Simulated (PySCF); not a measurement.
# C4H7F: the cost of one run

Programs: PySCF 2.14.0, with density-fitted response routines of our own. Each step states its level of theory. These are calculated values for one molecule in the gas phase, unless marked as measured. Atoms are numbered from 0 throughout.

## Step 1: Starting geometry

12 atoms, charge 0, multiplicity 1; geometry from: GFN2-xTB. The atoms were then displaced at random by about 0.01 Å, so the start is not that level's minimum.

Bonds of the start (Å): C0–C1 1.51, C1–C2 1.34, C2–C3 1.44, C2–F4 1.36, C0–H5 1.12, C0–H6 1.08, C0–H7 1.08, C1–H8 1.07, C3–H9 1.12, C3–H10 1.09, C3–H11 1.09.

## Step 2: Geometry optimisation at PBE0-D3(BJ)/def2-SVP

The job: settings as JSON, then the geometry in Å.

```
{"job": {"xc": "PBE0", "basis": "def2-SVP", "d3": "d3bj", "grid": 1, "shake": 0.01, "kind": "geom"}, "charge": 0, "multiplicity": 1}
C      1.961590     0.100410     0.254340
C      0.547510    -0.418350     0.145590
C     -0.556380     0.308320    -0.058190
C     -1.912510    -0.158170    -0.164390
F     -0.436970     1.655650    -0.186300
H      1.941480     1.211240     0.134710
H      2.381660    -0.132630     1.217910
H      2.587340    -0.308280    -0.527180
H      0.438660    -1.477380     0.263900
H     -2.557900     0.304800     0.622150
H     -2.003040    -1.241950    -0.046070
H     -2.351760     0.128060    -1.121370
```

Command:

```
OMP_NUM_THREADS=1 python probes_run.py task.json out
```

This one command runs all jobs of the session in turn.

**Question.** How long does this first job take on 1 thread of Arm Neoverse V1, shared host, and how much memory does it need?

About 32 s, with a peak of 0.43 GiB.
